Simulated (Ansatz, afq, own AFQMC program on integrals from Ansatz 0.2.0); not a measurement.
# SiH, doublet: AFQMC among the cluster methods

| atom | x (Å) | y (Å) | z (Å) |
| --- | --- | --- | --- |
| Si | 0.0000 | 0.0000 | 0.0000 |
| H | 0.0000 | 0.0000 | 1.8480 |

Basis cc-pVTZ. Noble-gas cores (and the filled d shells of Ga–Kr and In–Xe) are frozen. AFQMC by an in-house program on the Cholesky factors that Ansatz 0.2.0 writes for its CCSD(T) run. ph-AFQMC/CISD is guided by a CISD state made of CCSD amplitudes; releasing the constraint for a short imaginary time cuts its bias at the price of noise, slowly where states lie close. Uncertainties: one standard error, sampling alone.

Determinant: UHF, the one that the program's search chose, which needn't be the lowest solution. The geometry is a point of a scan.

Full CI on the same integrals is exact in this basis and with this determinant's frozen core.

The T1 diagnostic is 0.0211 and the weight of the determinant in the CISD state is 0.907. The ⟨S²⟩ of the determinant is 0.771 and the size of the correlated space is 5 electrons in 43 orbitals.

| level | correlation energy (eV) |
| --- | --- |
| MP2 | -2.2152 |
| CCSD | -2.9158 |
| CCSD(T) | -3.0092 |

**Question.** Estimate where AFQMC with the constraint released lies against CCSD(T) on the same integrals.

**Answer.** 26.2 ± 1.4 meV below CCSD(T).

Reference: full CI, correlation energy -3.038 eV. The released energy is read at 2.40 1/Eh (meV from the phaseless value at times in 1/Eh: -1.2 ± 1.7 at 0.24, -2.4 ± 1.9 at 0.51, -5.7 ± 1.5 at 0.99, -7.1 ± 1.0 at 1.62, -7.9 ± 1.4 at 2.40).

```json
{"level": "CCSD(T)", "E − E(reference) (meV)": "28.6", "share of correlation (%)": "99.06"}
{"level": "CCSDT", "E − E(reference) (meV)": "3.3", "share of correlation (%)": "99.89"}
{"level": "CCSDT(Q)", "E − E(reference) (meV)": "0.5", "share of correlation (%)": "99.98"}
{"level": "CCSDTQ", "E − E(reference) (meV)": "0.0", "share of correlation (%)": "100.00"}
{"level": "ph-AFQMC/CISD", "E − E(reference) (meV)": "10.3 ± 2.5", "share of correlation (%)": "99.66"}
{"level": "released AFQMC", "E − E(reference) (meV)": "2.4 ± 1.4", "share of correlation (%)": "99.92"}
```

CCSDT and higher add their correlation energy to the determinant of the CCSD(T) run, since their own runs factorise the integrals more tightly (a shift of under 2 meV). A walk keeps the symmetry of its determinant, which the program's search chose and which needn't be the lowest solution, so a lower state of the same spin and another symmetry isn't excluded. Released energies are given only where the last usable release times agree within the noise; a slower fall can still hide under it.
